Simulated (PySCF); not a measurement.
Ligands exchanged one at a time, Si F-C2H5. Gas-phase values, no solvent. One relaxed conformer stands for each flexible species; it need not be the lowest. Strings in code marks are SMILES.

Quantity: redistribution energy (mixed species minus the weighted end members), in kcal/mol.

A: 1 of 4 F replaced by C2H5: `CC[Si](F)(F)F`
B: 2 of 4 F replaced by C2H5: `CC[Si](F)(F)CC` (C–C–Si–F torsion 65°, F–Si–C–C torsion -180°)
C: 3 of 4 F replaced by C2H5: `CC[Si](F)(CC)CC`

Question: Put the candidates in order of redistribution energy (mixed species minus the weighted end members), lowest first, for PBE-D3(BJ)/def2-TZVP // PBE-D3(BJ)/def2-SVP (PySCF).

Answer: A (-5.02 kcal/mol), B (-4.35 kcal/mol), C (-1.89 kcal/mol)
